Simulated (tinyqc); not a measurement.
Orbital energy against energy difference: ionisation energy by orbital energies and by energy differences in the cc-pvdz basis, for LiH, spin multiplicity 1. Computed by the program tinyqc with PySCF. The cation is unrestricted; errors are against CCSD(T) in this basis, not against experiment.

Geometry (angstrom):
```
atom,x,y,z
Li,0.0000,0.0000,0.0000
H,0.0000,0.0000,1.4610
```

CCSD(T) difference in the same basis = 8.0371 eV

IP-EOM-CCSD = 8.0372 eV

First vertical ionisation energy (eV):
```
method,-e(HOMO),E(cation) - E,error of -e(HOMO),error of the difference
HF,8.3738,7.192144,0.3367,-0.8450
LDA,4.4612,8.396863,-3.5759,0.3598
PBE,4.4424,8.231926,-3.5947,0.1948
B3LYP,5.4148,8.472305,-2.6223,0.4352
PBE0,5.5501,8.191571,-2.4870,0.1545
CAM-B3LYP,6.9804,8.459472,-1.0567,0.4224
LC-wPBE,8.2986,8.273733,0.2615,0.2366
```

What does the comparison show, and why?

Koopmans errs by +0.34 eV and Delta-HF by -0.84 eV: relaxation, 1.18 eV, lowers the value and the missing correlation difference works against it. The PBE level is off by -3.6 eV through the wrong tail of its potential, though its energy difference is off by +0.19 eV; exact exchange deepens the level, and among the orbital energies LC-wPBE comes closest; among the differences PBE0 does.
